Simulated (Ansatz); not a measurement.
in.yaml

```yaml
crystal:
  periodic: [false, false, false]
  atoms:
    - {symbol: W, position_ang: [0.000000, 0.000000, 0.000000]}
    - {symbol: H, position_ang: [0.000000, 0.000000, 1.689800]}
basis:
  gaussian: {orbitals: def2-TZVP}
total_charge: 1
magnetization: {spin_polarized: false, initial_magnetization: 2}
correlation: {method: mp2, electrons: outside_noble_gas}
scf: {lower_state_search: full}
output: {forces: true}
```

```sh
$ ansatz run in.yaml --threads 1 --pin off --events-out ev --progress --plain --max-ram 2393MiB
```

Output:

```
424 factors; integrals over basis functions are off by at most 8.8e-4 eV
mean field evaluation 1: about -1809.6193 eV, gradient 1.4e1 eV
mean field evaluation 2: about -1809.6220 eV, gradient 1.4e1 eV
mean field evaluation 4: about -1810.3272 eV, gradient 1.1e0 eV
mean field evaluation 8: about -1810.3365 eV, gradient 1.7e-3 eV
mean field evaluation 16: about -1810.3402 eV, gradient 3.6e-1 eV
mean field evaluation 32: about -1811.2812 eV, gradient 3.4e-1 eV
mean field evaluation 64: about -1810.3365 eV, gradient 1.3e-6 eV
mean field evaluation 96: about -1811.0906 eV, gradient 3.9e-2 eV
mean field evaluation 128: about -1811.0907 eV, gradient 2.6e-6 eV
mean field evaluation 160: about -1811.1718 eV, gradient 2.5e0 eV
mean field evaluation 192: about -1811.2393 eV, gradient 3.6e-1 eV
mean field evaluation 224: about -1811.2440 eV, gradient 7.3e-2 eV
mean field evaluation 256: about -1811.1775 eV, gradient 8.5e-1 eV
mean field evaluation 288: about -1810.8943 eV, gradient 4.7e-1 eV
mean field evaluation 320: about -1811.0986 eV, gradient 1.3e0 eV
mean field evaluation 352: about -1811.0228 eV, gradient 3.4e0 eV
mean field evaluation 384: about -1811.1949 eV, gradient 2.8e-1 eV
mean field evaluation 416: about -1810.9414 eV, gradient 5.3e0 eV
mean field evaluation 448: about -1811.2653 eV, gradient 1.0e0 eV
mean field evaluation 480: about -1811.0183 eV, gradient 4.1e0 eV
mean field evaluation 512: about -1811.2092 eV, gradient 5.6e-1 eV
mean field evaluation 544: about -1810.7928 eV, gradient 9.4e-1 eV
mean field evaluation 576: about -1811.2366 eV, gradient 1.9e0 eV
mean field evaluation 608: about -1810.3353 eV, gradient 2.9e-1 eV
mean field evaluation 640: about -1810.3365 eV, gradient 9.7e-4 eV
mean field evaluation 672: about -1810.8595 eV, gradient 1.4e0 eV
mean field evaluation 704: about -1811.1968 eV, gradient 9.7e-1 eV
mean field evaluation 736: about -1808.0625 eV, gradient 3.2e1 eV
mean field -1811.28166633 eV, -66.5633735067 hartree, gradient 1.0e-7 eV, S^2 2.000000; 45 other end points of the search recorded, 0 dependent functions left out
mean field evaluation 768: about -1810.4829 eV, gradient 9.4e-3 eV
mean field evaluation 800: about -1812.3351 eV, gradient 1.4e-4 eV
unrestricted determinant -1812.35217673 eV, -66.6027140383 hartree, S^2 3.0045
4 core orbitals not correlated: weight in the atoms' cores, before any rotation towards them, 0.999 or more for the frozen orbitals, at most 0.000 for the correlated occupied ones
reference -1811.28166633 eV, -66.5633735067 hartree; 4, 2 occupied and 38, 40 virtual orbitals, 424 factors
second order -2.34686513 eV of doubles, -0.01850281 eV of singles
the calculation of the forces begins
Total energy: -1813.64703427 eV, -66.6502991753 hartree
Atom 0 at     0.000000     0.000000     0.000000 Å, force    -0.000000     0.000000     0.297585 eV/Å
Atom 1 at     0.000000     0.000000     1.689800 Å, force     0.000000    -0.000000    -0.297585 eV/Å
Dipole moment:     0.000801     0.000000    -0.353748 e Å
```

Forces (eV/Å):
```
W    0.000  0.000  0.298
H    0.000  0.000 -0.298
```

Ran on 1 thread of Arm Neoverse V2, shared host: 3.7 s wall, 0.08 GiB peak host memory.
